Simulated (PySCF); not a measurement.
C₅H₅F.
Atom-mapped SMILES: `[CH:1]#[C:2][C@@H:3]1[CH2:4][C@@H:5]1[F:6]` (hydrogens: H7 on C1; H8 on C3; H9, H10 on C4; H11 on C5)

Computed, not measured: PySCF, PBE0-D3(BJ)/def2-SVP geometry optimisation, gas phase.

Some entries are withheld.

```
coordinate    value
     C1≡C2  1.211 Å
     C2–C3        ?
     C3–C4        ?
     C4–C5  1.480 Å
     C5–F6  1.348 Å
     C3–C5        ?
     C1–H7  1.074 Å
     C3–H8  1.096 Å
     C4–H9  1.093 Å
    C4–H10  1.093 Å
    C5–H11  1.095 Å
  C1–C2–C3        ?
  C2–C3–C4   120.0°
  C2–C3–C5   119.7°
  C4–C3–C5    58.5°
  C3–C4–C5    60.2°
  C4–C5–F6   118.2°
  C3–C5–C4        ?
  C3–C5–F6        ?
```

Question: Estimate the withheld lengths and angles.

Answer: 
- C2–C3 = 1.436 Å, drawn single (alkyne carbon to propargylic carbon); 0.01 Å below the sum of covalent radii, 1.45 Å.
- C3–C4 = 1.524 Å, drawn single (propargylic carbon to three-membered-ring carbon); equal to the sum of covalent radii, 1.52 Å.
- C3–C5 = 1.507 Å, drawn single (propargylic carbon to sp3 C–F carbon); 0.01 Å below the sum of covalent radii, 1.52 Å.
- C1–C2–C3 = 179.5°, at the alkyne carbon; the outer atoms are 2.647 Å apart.
- C3–C5–C4 = 61.3°, at the sp3 C–F carbon, inside a 3-membered ring; the outer atoms are 1.524 Å apart.
- C3–C5–F6 = 118.0°, at the sp3 C–F carbon; the outer atoms are 2.449 Å apart.

Radii are Cordero's, carbon taken as 0.76, 0.73 or 0.69 Å for four, three, and two or fewer neighbours.

Whether it is a minimum is left open (no frequencies).

Time: 28 s of wall time. Hardware: an Arm Neoverse V2 with one thread (shared host). This is the geometry optimisation.
